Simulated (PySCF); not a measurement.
C4H5N, SMILES c1cc[nH]c1. The structure is a stationary point at B3LYP-D3(BJ)/def2-SVP.

Computed equilibrium geometry at B3LYP-D3(BJ)/def2-SVP (PySCF confirms it by a frequency run) as a Z-matrix, and its point group:
point group C2v.
```
N
H 1 1.0110
C 1 1.3734 2 125.02
C 1 1.3734 2 125.02 3 180.00
C 4 1.3826 1 107.71 2 180.00
C 3 1.3826 1 107.71 2 180.00
H 3 1.0875 1 121.32 2 0.00
H 4 1.0875 1 121.32 2 0.00
H 5 1.0882 4 125.80 8 0.00
H 6 1.0882 3 125.80 7 0.00
```
Charge 0, spin multiplicity 1.
